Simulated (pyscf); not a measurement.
Elementary routes open to ZnH₂ (SMILES [ZnH2]) + H₃C–OH (SMILES CO) in the gas phase (singlet surface):
A. H₃C–O–ZnH (SMILES C[O][ZnH]) + H₂ (SMILES [H][H]) (H–Zn, H–O broken; O–Zn, H–H formed)
B. HO–ZnH (SMILES [OH][ZnH]) + CH₄ (SMILES C) (H–Zn, C–O broken; O–Zn, C–H formed)

Structures and frequencies: ωB97X-D3(BJ)/def2-SVP in PySCF.

### Question
Rank the routes by free-energy barrier at 1200 K, lowest first, for ωB97M-D3(BJ)/def2-TZVP energies (ideal gas, 1 atm, RRHO with modes under 100 cm⁻¹ raised to 100, one conformer, R ln 2 for chiral ones without a mode under 150 cm⁻¹).

### Answer
A (210.6 kJ/mol), B (376.4 kJ/mol)

Route A is the fastest of these, ahead of the next by 165.7 kJ/mol. The most stable products are those of B (ΔG = -146.2 kJ/mol), whose barrier is 165.7 kJ/mol higher: the kinetic and the thermodynamic product differ. At 298 K A is still the fastest. A: On the reactant side the descent ends in an adduct with a O–Zn contact (not fully relaxed), 43.7 kJ/mol under the separated species and 108.7 kJ/mol under the saddle at ωB97X-D3(BJ)/def2-TZVP. B: On the reactant side the descent ends in an adduct with a O–Zn contact, 43.7 kJ/mol under the separated species and 286.7 kJ/mol under the saddle at ωB97X-D3(BJ)/def2-TZVP. Only these routes are compared; each barrier is that of the saddle found, and lower ones may exist. Elements up to Kr have no core potential and no relativistic terms here.
